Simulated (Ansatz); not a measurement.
# P₂H₄+ (quartet): from Hartree-Fock to the top rungs, cc-pVDZ

The task here is to estimate one member of a computed series from the others.

Method: cc-pVDZ, core rule «outside noble gas», up to 10 orbitals frozen; program: Ansatz 0.2.0, Gaussian basis.

To be run: UHF; CCSD(T) on ROHF; CCSD(T) on UHF; BCCD(T) on ROHF; CISD; CCSDT(Q) on ROHF; CCSDT(Q) on UHF.

27 further runs of the same task are left out: 4 for a known fault of the program, 6 that didn't finish, 17 set aside as unsound or not needed.

## What is computed

The geometry is a PBE0/def2-TZVP stationary point (not a proven minimum) of the parent state, kept for this charge and spin.

6 atoms, charge 1, spin multiplicity 4.

Atoms are counted from 1 here; the program's logs count them from 0.

Bond lengths: P1–H3 1.432 Å, P1–H4 1.419 Å, P2–H5 1.423 Å, P2–H6 1.423 Å. Angles: H3–P1–H4 92.7°, H5–P2–H6 91.9°.

The first run:

File in.yaml:

```yaml
crystal:
  periodic: [false, false, false]
  atoms:
    - {symbol: P, position_ang: [0.000410, 0.075491, 1.482258]}
    - {symbol: P, position_ang: [-0.001097, -0.100946, -1.530751]}
    - {symbol: H, position_ang: [0.001413, 0.336220, 2.890757]}
    - {symbol: H, position_ang: [-0.002702, -1.330867, 1.673933]}
    - {symbol: H, position_ang: [1.033146, 0.875712, -1.536829]}
    - {symbol: H, position_ang: [-1.010723, 0.901145, -1.537658]}
basis:
  gaussian: {orbitals: cc-pVDZ}
total_charge: 1
magnetization: {spin_polarized: true, initial_magnetization: 3}
hamiltonian: {xc: hf}
output: {orbitals: {seedname: orbitals}}
```

Started as:

```
ansatz run in.yaml --threads 1 --pin off --events-out ev --progress --plain --max-ram 2393MiB
```

Steps of the session up to this table: UHF; CCSD(T) on ROHF; CCSD(T) on UHF; BCCD(T) on ROHF; CISD; CCSDT(Q) on ROHF; CCSDT(Q) on UHF.

One table of the session follows, with a row left open; its other results are not shown here.

| method | from UCCSDT(Q) (meV) |
| --- | --- |
| ROHF | +7148.5 |
| UHF | ? |
| RMP2 | +1551.4 |
| UMP2 | +1552.0 |
| CISD | +868.3 |
| RCCSD | +232.2 |
| UCCSD | +226.6 |
| RCCSD(T) | +51.8 |
| UCCSD(T) | +51.2 |
| BCCD(T) | +49.3 |
| RCCSDT | +8.9 |
| UCCSDT | +8.1 |
| RCCSDT(Q) | +1.1 |
| UCCSDT(Q) | 0 |

**Question.** Estimate the row for UHF.

**Answer.** from UCCSDT(Q) (meV): +6902.2. In the column «from UCCSDT(Q) (meV)» it lies between UMP2 (+1552.0) and ROHF (+7148.5).

Caveats from the session: Restricted and unrestricted rows rest on different reference determinants; where their highest levels disagree by more than a few hundredths of an eV, they describe different states and don't form one ladder.
